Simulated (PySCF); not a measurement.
Exact mass, isotope pattern and composition

Species: `FP(F)(F)(F)F` (phosphorus pentafluoride).

All values are calculated from tables of isotopes.

Problem. Molar mass and exact mass?

Solution. For PF5, with standard atomic weights, 5 × 18.998 + 1 × 30.974 = 125.964 g/mol. From the most abundant isotopes (19F, 31P), 5 × 18.998403 + 1 × 30.973762 = 125.9658 u.

Problem. What cluster does the molecular ion M+• show when like nominal masses merge?

Solution. 
| nominal mass | m/z (centroid) | relative intensity |
| --- | --- | --- |
| 126 | 125.9652 | 100.0 |

Lines under 0.1 % of the tallest are left out. One electron mass, 0.00055 u, is taken off.

Problem. What share of all molecules is the monoisotopic species?

Solution. 1^5 × 1 = 100.00 %.

Problem. Give the mass fraction of each element.

Solution. F 75.41 %, P 24.59 %.

Problem. Count the protons, neutrons and electrons of the monoisotopic species, and give its exact less its nominal mass.

Solution. 60 protons, 66 neutrons and 60 electrons; 125.9658 − 126 = -0.0342 u.

Problem. Which m/z would the protonated and sodiated molecule have?

Solution. [M+H]+ 126.9731, [M+Na]+ 148.9550, for the monoisotopic species (arithmetic only; whether such ions form is another matter).
